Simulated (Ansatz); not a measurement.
## Ansatz (development build ahead of 0.2.0) run

```yaml
crystal:
  periodic: [false, false, false]
  atoms:
    - { symbol: Na, position_ang: [0.00199, -0.02508, -1.51951] }
    - { symbol: Na, position_ang: [0.03304, -0.03711, 1.55711] }
basis:
  gaussian: { orbitals: STO-3G }
hamiltonian:
  xc: hf
```

The input is written out in the form of the current development build from the run's settings.

Output:

- Converged: yes
- Total energy: -319.32083 hartree
- Spin squared of the determinant: 0.000
